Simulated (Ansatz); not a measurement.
Molecule: CH₃O, net charge 0, doublet state. It need not be the lowest isomer of its formula. 
Structure (B3LYP-D3(BJ)/def2-TZVP (Ansatz, a program for electronic structure) minimum search):
SMILES: C[O]
```xyz
5

C      0.0422    -0.5697     0.0421
O     -0.0449     0.7878    -0.0350
H      1.0743    -0.9437    -0.0130
H     -0.4948    -0.9923     0.9030
H     -0.4741    -0.9483    -0.8625
```
Charge 0, spin multiplicity 2.

Basis-set convergence of Hartree-Fock and CCSD correlation energies (hartree) with Ansatz. Correlated levels leave the core frozen unless marked. Open shells are spin-unrestricted. Spin-orbit coupling is left out. Non-relativistic.

```csv
basis,functions,E(HF),"E(corr, CCSD)"
cc-pVDZ,43,-114.42954,-0.31858
cc-pVTZ,102,[?],[?]
```

Q: Some entries are withheld; supply them.

A: 
- cc-pVTZ, E(HF): -114.46570
- cc-pVTZ, E(corr, CCSD): -0.39629
